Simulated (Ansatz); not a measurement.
A calculation with Ansatz (development build ahead of 0.2.0).

```yaml
crystal:
  periodic: [false, false, false]
  atoms:
    - { symbol: "N", position_ang: [0.01404, -0.03978, -1.1571] }
    - { symbol: "N", position_ang: [-0.01738, 0.04382, -0.07447] }
    - { symbol: O, position_ang: [-0.08645, 0.0052, 1.10892] }
basis:
  gaussian: { orbitals: cc-pVDZ }
hamiltonian:
  xc: hf
correlation:
  method: mp2
  frozen_orbitals: { "N": 1, O: 1 }
```

The input is written out in the form of the current development build from the run's settings.

Output:

```yaml
Converged: yes
Reference_energy: -183.69844 hartree
Correlation_energy: -0.51105 hartree
Total_energy: -184.20949 hartree
Spin_squared_of_the_determinant: 0.000
```
